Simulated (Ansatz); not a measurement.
We consider hcp Zn, described by r²SCAN (PAW; Ansatz, an electronic-structure program).

Settings: plane-wave cutoff 500 eV, 5×5×5 k mesh, Fermi–Dirac smearing 0.1 eV, cell of 36 sites, scalar-relativistic PAW data made under PBE.

**Question.** Estimate the vacancy formation energy and vacancy formation energy before relaxation that the calculation returns.

**Answer.** 
- vacancy formation energy = 0.40 eV
- vacancy formation energy before relaxation = 0.59 eV

Measured, for comparison: vacancy formation energy 0.54 eV (not corrected to a static lattice, monovacancy; as tabulated in Garrity and Choudhary (2023), arXiv:2112.11585). Computed (rounded) less measured: vacancy formation energy -0.14 eV.

Note: energies are extrapolated to zero smearing, and mesh and cell size move such values by some hundredths of an eV or more.
